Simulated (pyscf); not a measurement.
A first-order saddle from PySCF, ωB97X-D3(BJ)/def2-SVP:

```xyz
6

N     -0.6578     0.4998    -0.0144
In     1.5161     0.1662     0.0467
H     -0.9207     1.4570    -0.2541
H     -1.5018     0.0047     0.2920
H      0.3648     0.4687    -1.2781
H      2.0620    -0.8308     1.3608
```
Charge 0, spin multiplicity 1.

Surface: singlet, charge 0. Lowest wavenumbers (cm⁻¹): 1418i, 345, 425, 461, 608.

**Question.** What reaction is this the transition state of?

**Answer.** `[NH2][InH2]` ⇌ `[NH3]` + `[InH]` [singlet], a 1,1-elimination read from left to right: In–N, H–In broken and H–N formed. At CCSD(T)/def2-TZVPP + ΔMP2(QZVPP) it lies +2.20 eV from the left side and +2.05 eV from the right (each side as separated species at their lowest minima found). On the product side the descent ends in a bound adduct (not fully relaxed), 0.55 eV under the separated species and 2.65 eV under the saddle at ωB97X-D3(BJ)/def2-TZVP. At ωB97X-D3(BJ) the barrier from the zero used here is 2.45 eV. This is the saddle that the search found; another between the same sides may lie lower. The CCSD(T) − MP2 part came from Ansatz, without density fitting, on the same reference. The frozen core leaves the outer d or s,p core shells of the metals and heavy elements correlated in the MP2 and CC values, and def2-TZVPP describes them poorly, which can shift differences by a few kcal/mol. Elements past Kr carry the def2 core potentials, without spin-orbit coupling.
